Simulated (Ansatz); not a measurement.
# Ethylmethylamine (C3H9N): small, medium and large basis sets

The task here is to estimate one member of a computed series from the others.

Program: Ansatz 0.2.0, Gaussian basis. Level of theory: one geometry, several basis sets. These are calculated values, not measurements.

Levels to be run: PBE0-D4/def2-SVP; ωB97M-V/def2-SVP; PBE0-D4/def2-QZVPP; ωB97M-V/def2-QZVPP; CCSD(T)/cc-pV(D+d)Z; CCSD(T)/cc-pV(T+d)Z; CCSD(T)/cc-pV(Q+d)Z; the functionals' def2-TZVPP values are taken from earlier runs.

## The geometry

All runs share one geometry, relaxed beforehand with PBE0-D4 in a triple-zeta def2 set.

SMILES `CCNC`, 13 atoms, charge 0, spin multiplicity 1.

Atoms are counted from 1 here; the program's logs count them from 0.

Bond lengths: C1–C2 1.513 Å, C1–H5 1.092 Å, C1–H6 1.092 Å, C1–H7 1.094 Å, C2–N3 1.447 Å, C2–H8 1.096 Å, C2–H9 1.106 Å, N3–C4 1.445 Å, N3–H10 1.013 Å, C4–H11 1.092 Å, C4–H12 1.104 Å, C4–H13 1.094 Å. Angles: C2–C1–H5 110.6°, C2–C1–H6 111.0°, C2–C1–H7 111.0°, H5–C1–H6 108.6°, H5–C1–H7 107.9°, H6–C1–H7 107.6°, C1–C2–N3 111.2°, C1–C2–H8 109.7°, C1–C2–H9 109.7°, N3–C2–H8 107.7°, N3–C2–H9 112.3°, H8–C2–H9 106.1°, C2–N3–C4 113.2°, C2–N3–H10 109.4°, C4–N3–H10 109.9°, N3–C4–H11 109.9°, N3–C4–H12 114.0°, N3–C4–H13 109.5° and more.

The first run:

File in.yaml:

```yaml
crystal:
  periodic: [false, false, false]
  atoms:
    - {symbol: C, position_ang: [-0.841052, 1.636252, -0.284561]}
    - {symbol: C, position_ang: [-0.568745, 0.234007, 0.215530]}
    - {symbol: N, position_ang: [0.611627, -0.324371, -0.408291]}
    - {symbol: C, position_ang: [0.946269, -1.640403, 0.084497]}
    - {symbol: H, position_ang: [-0.957028, 1.640821, -1.370218]}
    - {symbol: H, position_ang: [-1.749716, 2.041991, 0.164966]}
    - {symbol: H, position_ang: [-0.017493, 2.310761, -0.030641]}
    - {symbol: H, position_ang: [-1.415543, -0.417319, -0.030447]}
    - {symbol: H, position_ang: [-0.497152, 0.238976, 1.319116]}
    - {symbol: H, position_ang: [1.393536, 0.304487, -0.270270]}
    - {symbol: H, position_ang: [1.873446, -1.986162, -0.376826]}
    - {symbol: H, position_ang: [1.064382, -1.693476, 1.180461]}
    - {symbol: H, position_ang: [0.157469, -2.345575, -0.193317]}
basis:
  gaussian: {orbitals: def2-SVP}
hamiltonian: {xc: pbe0, dispersion: d4}
output: {orbitals: {seedname: orbitals}}
```

Run with:

```sh
> ansatz run in.yaml --threads 2 --pin off --events-out ev --progress --plain --max-ram 32768MiB --backend cpu
```

Steps of the session up to this table: PBE0-D4 in def2-SVP; ωB97M-V in def2-SVP; PBE0-D4 in def2-QZVPP; ωB97M-V in def2-QZVPP.

One table of the session follows, with a row left open; its other results are not shown here.

It belongs to the step «Functionals by basis». 

```
functional       basis  HOMO (eV)  LUMO (eV)
   PBE0-D4    def2-SVP      -6.16       1.91
   PBE0-D4  def2-TZVPP      -6.37       1.23
   PBE0-D4  def2-QZVPP          ?          ?
   ωB97M-V    def2-SVP      -8.54       3.57
   ωB97M-V  def2-TZVPP      -8.75       2.65
   ωB97M-V  def2-QZVPP      -8.78       1.93
```

**Question.** Estimate the row for PBE0-D4, def2-QZVPP.

As computed: HOMO (eV): -6.40; LUMO (eV): 0.77. In the column «HOMO (eV)» it lies between ωB97M-V, def2-SVP (-8.54) and PBE0-D4, def2-TZVPP (-6.37).
